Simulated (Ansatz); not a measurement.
# C5H8O: one species, many methods

How much do the methods differ for C5H8O? The plan is to run it at one geometry with functionals of several rungs and with coupled cluster, and see how far each lands from CCSD(T) at the basis-set limit for the atomisation energy.

Method: functionals in def2-TZVPP, the program's frozen cores in correlated methods; program: Ansatz 0.2.0, Gaussian basis.

Plan: PBE-D4, r2SCAN-D4, PBE0-D4, B3LYP-D4, ωB97X-V, ωB97M-V, B2PLYP; CCSD(T)/def2-TZVPP; MP2/def2-QZVPP; extrapolation to the limit.

## Step 1: Structure used throughout

An earlier PBE0-D4 in a triple-zeta def2 set relaxation fixed the geometry.

SMILES `C=C(C)C(C)=O`, 14 atoms, charge 0, spin multiplicity 1.

Atoms are counted from 1 here; the program's logs count them from 0.

Bond lengths: C1–C2 1.333 Å, C1–H7 1.085 Å, C1–H8 1.083 Å, C2–C3 1.492 Å, C2–C4 1.493 Å, C3–H9 1.090 Å, C3–H10 1.092 Å, C3–H11 1.092 Å, C4–C5 1.507 Å, C4–O6 1.211 Å, C5–H12 1.093 Å, C5–H13 1.093 Å, C5–H14 1.088 Å. Angles: C2–C1–H7 121.2°, C2–C1–H8 122.2°, H7–C1–H8 116.7°, C1–C2–C3 123.3°, C1–C2–C4 121.1°, C3–C2–C4 115.6°, C2–C3–H9 111.1°, C2–C3–H10 110.6°, C2–C3–H11 110.6°, H9–C3–H10 109.2°, H9–C3–H11 109.2°, H10–C3–H11 106.1°, C2–C4–C5 119.7°, C2–C4–O6 119.6°, C5–C4–O6 120.8°, C4–C5–H12 111.0°, C4–C5–H13 111.0°, C4–C5–H14 108.6° and more.

## Step 2: PBE-D4 (GGA)

in.yaml reads:

```yaml
crystal:
  periodic: [false, false, false]
  atoms:
    - {symbol: C, position_ang: [0.362053, -1.092022, -1.000774]}
    - {symbol: C, position_ang: [0.220942, -0.497903, 0.183692]}
    - {symbol: C, position_ang: [0.603345, -1.143183, 1.473962]}
    - {symbol: C, position_ang: [-0.341248, 0.880539, 0.293175]}
    - {symbol: C, position_ang: [-0.757627, 1.617264, -0.953533]}
    - {symbol: O, position_ang: [-0.457395, 1.393619, 1.384100]}
    - {symbol: H, position_ang: [0.770402, -2.093534, -1.081550]}
    - {symbol: H, position_ang: [0.078297, -0.606912, -1.926365]}
    - {symbol: H, position_ang: [1.003045, -2.143864, 1.308340]}
    - {symbol: H, position_ang: [1.349108, -0.541399, 1.998367]}
    - {symbol: H, position_ang: [-0.258542, -1.207242, 2.142053]}
    - {symbol: H, position_ang: [0.087044, 1.740281, -1.635434]}
    - {symbol: H, position_ang: [-1.535726, 1.069225, -1.490056]}
    - {symbol: H, position_ang: [-1.136698, 2.596031, -0.666980]}
basis:
  gaussian: {orbitals: def2-TZVPP}
hamiltonian: {xc: pbe, dispersion: d4}
output: {forces: true, orbitals: {seedname: orbitals}}
```

Launch:

```
ansatz run in.yaml --threads 4 --pin off --events-out ev --progress --plain --max-ram 10444MiB
```

The runs that follow: r2SCAN-D4 (meta-GGA); PBE0-D4 (hybrid); B3LYP-D4 (hybrid); ωB97X-V (range-separated); ωB97M-V (range-separated); B2PLYP (double hybrid); CCSD(T) in def2-TZVPP; MP2 in def2-QZVPP.

**Question.** What will the summary of the whole plan be? Wanted: atomisation energy, CCSD(T)/CBS; farthest; mean size of error, hybrid; mean size of error, range-separated; gap, smallest and largest; T1 diagnostic; triples share of the correlation energy.

**Answer**, as computed:

| quantity | value |
| --- | --- |
| atomisation energy, CCSD(T)/CBS | 1423.1 kcal/mol |
| functionals within 7.1 kcal/mol (0.5 %) | B3LYP-D4, ωB97X-V, ωB97M-V |
| farthest | PBE-D4 (+42.9 kcal/mol) |
| mean size of error, hybrid | 9.3 kcal/mol |
| mean size of error, range-separated | 3.9 kcal/mol |
| gap, smallest and largest | 3.11 eV (PBE-D4), 10.49 eV (ωB97X-V) |
| T1 diagnostic | 0.0130 |
| triples share of the correlation energy | 4.3 % |

PBE-D4 is off by +42.9 kcal/mol. Double hybrids carry the basis error of their MP2 part in triple zeta, and no dispersion term here, so their miss is partly the set-up's. Misses under about 7.1 kcal/mol are within the doubt on the reference itself, which lacks core-valence correlation, relativity and higher excitations. Hartree-Fock recovers 74 % of the binding; the rest is correlation. The gap grows from 3.1 to 10.5 eV across the functionals, mostly with the share of exact exchange. The restricted reference is unstable towards a spin-broken one.
